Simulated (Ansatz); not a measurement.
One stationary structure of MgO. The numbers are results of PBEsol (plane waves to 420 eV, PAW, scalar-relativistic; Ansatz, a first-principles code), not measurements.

```
CELL_PARAMETERS angstrom
      0.00000     2.10705     2.10705
      2.10705     0.00000     2.10705
      2.10705     2.10705     0.00000
ATOMIC_POSITIONS crystal
  Mg 0.50000 0.50000 0.50000
  O  0.00000 0.00000 0.00000
```

Determine the symmetry and give the standard cell with its independent sites.

Space group Fm-3m (No. 225); a = b = c = 4.2141 Å, α = β = γ = 90.00°

```csv
atom,site,symmetry,x,y,z
Mg,4b,m-3m,0.5000,0.5000,0.5000
O,4a,m-3m,0.0000,0.0000,0.0000
```

This is the rock salt type.

Give the shortest distances between elements (the closest pairs, up to four, under 3.6 Å).

Mg–O 2.11 Å; Mg–Mg 2.98 Å; O–O 2.98 Å.

```yaml
volume_per_atom: 9.35 Å³
band_gap: 4.62 eV, direct at Γ (no spin-orbit coupling)
```

No spin polarisation in the result.

Measured for MgO: a 4.189 Å (static lattice; corrected from measurement; as listed in Daniel Mejia-Rodriguez, S. B. Trickey, Phys. Rev. B (2018)); gap 8.36 eV (static lattice; corrected from measurement; as listed in Wei Chen et al., Physical Review Materials (2018)). Computed minus measured — a: PBEsol +0.6 %; gap: PBEsol -3.74 eV. The computed values are for a static lattice, and a measured gap can be an optical one, lowered by exciton binding.

The run could not lose the symmetry of its start; a randomly shaken copy of 4 atoms returns to this structure.

All atoms sit on sites fixed by symmetry, so only the cell could relax.
